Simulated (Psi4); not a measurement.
**[SF3]+ (SMILES F[S+](F)F): CCSD/6-311+G(d,p)**

Aim: the vertical ionisation energy of [SF3]+ at CCSD/6-311+G**, from 2 runs. 

Program for the calculation: Psi4 1.11.

2 further runs of the same task are left out: 2 set aside as unsound or not needed.

## Step 1: The system as given

[SF3]+ has 4 atoms, charge +1, and is taken as a singlet. SMILES: `F[S+](F)F`. The shape is that of a PBE0-D4/def2-TZVP optimisation.

Bond lengths: F1–S2 1.503 Å, S2–F3 1.503 Å, S2–F4 1.503 Å. Angles: F1–S2–F3 99.6°, F1–S2–F4 99.6°, F3–S2–F4 99.6°.

## Step 2: A single-point energy at CCSD/6-311+G(d,p)

Input file f3s.xyz:

```xyz
4
F3S
F      0.623020     0.191030     1.167760
S      0.432770    -0.058560    -0.301740
F     -0.545420    -1.197460    -0.238600
F     -0.510370     1.064990    -0.627420
```

Input file run.py:

```python
import psi4

psi4.set_memory('2200 MB')
psi4.set_num_threads(1)
psi4.set_output_file('output.dat', False)

with open('f3s.xyz') as f:
    atoms = ''.join(f.readlines()[2:])
mol = psi4.geometry('1 1\n' + atoms + 'symmetry c1')

psi4.set_options({
    'puream': True,
    'e_convergence': 1e-09,
    'd_convergence': 1e-08,
    'scf_type': 'pk',
    'num_frozen_docc': 8,
})

e, wfn = psi4.energy('ccsd/6-311+G**', molecule=mol, return_wfn=True)
print(f'total energy {e:.8f} hartree = {e * 27.211386:.5f} eV')
```

Command:

```
$ python run.py
```

output.dat:

```text
[...]
  Running in c1 symmetry.
[...]
  Nuclear repulsion =  208.144192226354278
[...]
  Multiplicity = 1
[...]
  Nalpha       = 21
  Nbeta        = 21
[...]
    Number of basis functions: 96
[...]
   @RHF iter   1:  -695.34360045252856    7.32801e-01   6.36062e-03 ADIIS/DIIS
[...]
   @RHF iter  11:  -695.49459800492968   -3.06954e-12   4.49828e-09 DIIS
[...]
    Orbital Energies [Eh]
    ---------------------
    Doubly Occupied:
       1A    -92.600270     2A    -26.691678     3A    -26.691676
       4A    -26.691649     5A     -9.577663     6A     -7.258234
       7A     -7.258234     8A     -7.254435     9A     -2.093119
      10A     -1.999469    11A     -1.999466    12A     -1.354675
      13A     -1.158101    14A     -1.158100    15A     -1.139974
      16A     -1.059706    17A     -1.059705    18A     -1.007191
      19A     -1.007190    20A     -0.992478    21A     -0.866102
[...]
  @RHF Final Energy:  -695.49459800492968
   => Energetics <=
    Nuclear Repulsion Energy =            208.1441922263542779
    One-Electron Energy =               -1365.4393492447347853
    Two-Electron Energy =                 461.8005590134507656
    Total Energy =                       -695.4945980049296850
[...]
 Multipole Moments:
 ------------------------------------------------------------------------------------
     Multipole            Electronic (a.u.)      Nuclear  (a.u.)        Total (a.u.)
 ------------------------------------------------------------------------------------
 L = 1.  Multiply by 2.5417464519 to convert [e a0] to [Debye]
 Dipole X            :          0.1863921            0.5966121            0.7830043
 Dipole Y            :         -0.0252220           -0.0807302           -0.1059522
 Dipole Z            :         -0.1299486           -0.4159756           -0.5459241
 Magnitude           :                                                    0.9603930
[...]
      * MP2 total energy                      = -696.251885513686602
[...]
      * CCSD total energy                     = -696.256120860367560
```

Standard output:

```text
total energy -696.25612086 hartree = -18946.09406 eV
```

It took 76 s on 1 thread of Intel Xeon at 2.50GHz (Skylake/Cascade Lake), shared host; peak memory 0.71 GiB.

## Step 3: Doublet [SF3]2+

Input file input.inp:

```
memory 2.2 GB

molecule geom {
  2 2
  F      0.623020     0.191030     1.167760
  S      0.432770    -0.058560    -0.301740
  F     -0.545420    -1.197460    -0.238600
  F     -0.510370     1.064990    -0.627420
  symmetry c1
  no_reorient
  no_com
}

set basis 6-311+G**
set reference uhf
set puream true
set e_convergence 1e-09
set d_convergence 1e-08
set scf_type pk
set num_frozen_docc 8
set maxiter 100

e_tot, wfn = energy('ccsd', return_wfn=True)
```

Command:

```
$ psi4 input.inp input.out -n 1
```

input.out:

```text
[...]
  Running in c1 symmetry.
[...]
  Nuclear repulsion =  208.144192226354278
[...]
  Multiplicity = 2
[...]
  Nalpha       = 21
  Nbeta        = 20
[...]
    Number of basis functions: 96
[...]
   @UHF iter   1:  -694.38526332623178    1.69114e+00   7.99749e-03 DIIS/ADIIS
[...]
   @UHF iter  16:  -694.67482462049747   -1.13687e-12   3.88517e-09 DIIS
[...]
   @S^2 Observed:                7.914323189E-01
[...]
    Orbital Energies [Eh]
    ---------------------
    Alpha Occupied:
       1A    -93.007001     2A    -27.044965     3A    -27.044965
       4A    -27.044936     5A     -9.975548     6A     -7.666325
       7A     -7.652873     8A     -7.652873     9A     -2.430768
      10A     -2.337741    11A     -2.337741    12A     -1.708844
      13A     -1.490545    14A     -1.490543    15A     -1.484920
      16A     -1.393260    17A     -1.393259    18A     -1.330937
      19A     -1.330937    20A     -1.317380    21A     -1.277090
    Alpha Virtual:
      22A     -0.525705    23A     -0.525704    24A     -0.355129
      25A     -0.301800    26A     -0.228590    27A     -0.227461
[...]
  @UHF Final Energy:  -694.67482462049747
   => Energetics <=
    Nuclear Repulsion Energy =            208.1441922263542779
    One-Electron Energy =               -1350.6818159620140705
    Two-Electron Energy =                 447.8627991151623178
    Total Energy =                       -694.6748246204974748
  UHF NO Occupations:
  HONO-2 :   19  A 1.9924768
  HONO-1 :   20  A 1.9924760
[...]
 Multipole Moments:
 ------------------------------------------------------------------------------------
     Multipole            Electronic (a.u.)      Nuclear  (a.u.)        Total (a.u.)
 ------------------------------------------------------------------------------------
 L = 1.  Multiply by 2.5417464519 to convert [e a0] to [Debye]
 Dipole X            :         -4.2720173            5.7247174            1.4527001
 Dipole Y            :          0.5780673           -0.7746365           -0.1965693
 Dipole Z            :          2.9785703           -3.9914417           -1.0128714
 Magnitude           :                                                    1.7818209
[...]
      * MP2 total energy                      = -695.429769280442088
[...]
      * CCSD total energy                     = -695.432953150988510
[...]
```

It took 3.5 min on 1 thread of Intel Xeon at 2.50GHz (Skylake/Cascade Lake), shared host; peak memory 0.72 GiB.

## Step 4: Results

Level: CCSD/6-311+G**, 8 core orbitals frozen.

```
                                                                   quantity          value
                                               singlet [SF3]+: total energy  -696.25612 Eh
                        singlet [SF3]+: HOMO energy (Hartree–Fock orbitals)      -23.57 eV
                        singlet [SF3]+: LUMO energy (Hartree–Fock orbitals)       -5.04 eV
                      singlet [SF3]+: HOMO–LUMO gap (Hartree–Fock orbitals)       18.53 eV
                singlet [SF3]+: correlation energy (8 core orbitals frozen)     -761.5 mEh
                                              singlet [SF3]+: T1 diagnostic          0.017
                                              doublet [SF3]2+: total energy  -695.43295 Eh
doublet [SF3]2+: HOMO energy (Hartree–Fock orbitals) (highest over α and β)      -34.75 eV
 doublet [SF3]2+: LUMO energy (Hartree–Fock orbitals) (lowest over α and β)      -21.05 eV
               doublet [SF3]2+: correlation energy (8 core orbitals frozen)     -758.1 mEh
                         doublet [SF3]2+: ⟨S²⟩ of the reference determinant          0.791
                                             doublet [SF3]2+: T1 diagnostic          0.037
                       vertical ionisation energy (to the doublet dication)      22.400 eV
```

**Reading.** The vertical ionisation energy comes to 22.40 eV (517 kcal/mol).
